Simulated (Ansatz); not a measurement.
Ideal-gas functions of `C=S` at 400 K and 1 bar, from an Ansatz frequency run at PBE0-D4/def2-TZVP.

Molar mass 46.09 g/mol, point group C2v (symmetry number 2), electronic degeneracy 1, moments of inertia 1.717, 28.214, 29.931 u Å². Harmonic wavenumbers (cm⁻¹, unscaled): 1001, 1035, 1120, 1491, 3077, 3162.

Use S(trans) = R[1.5 ln M + 2.5 ln T − 1.1517]; rotational temperatures θ = 24.2544 K / I; S(rot) = R[ln(√π/σ · √(T³/θAθBθC)) + 1.5]; for each mode x = 1.438777 ν̃/T, S = R[x/(eˣ − 1) − ln(1 − e⁻ˣ)] and H = RT x/(eˣ − 1); 1 cm⁻¹ = 0.0119627 kJ/mol; R = 8.31446 J/(mol·K).

Problem. By hand: the entropy, in J/(mol·K).

Solution. Translation 162.7. Rotation: θ = 14.126, 0.8597, 0.8103 K, giving 76.7. Vibration, mode by mode: 1.07, 0.97, 0.76, 0.25, 0.00, 0.00, in all 3.0. Electronic 0.0. Sum 242.4 J/(mol·K).

Problem. By hand: H − E and G − E in kJ/mol, counted from the electronic energy.

Solution. Zero-point energy ½ × 10886 × 0.0119627 = 65.1; thermal vibration 1.0; translation, rotation and pV give 4 RT = 13.3. H − E = 79.4 kJ/mol, and G − E = 79.4 − 400 × 242.4/1000 = -17.6 kJ/mol.

Vibration gives 1 % of the entropy; all modes have x over 3 and are hardly excited.
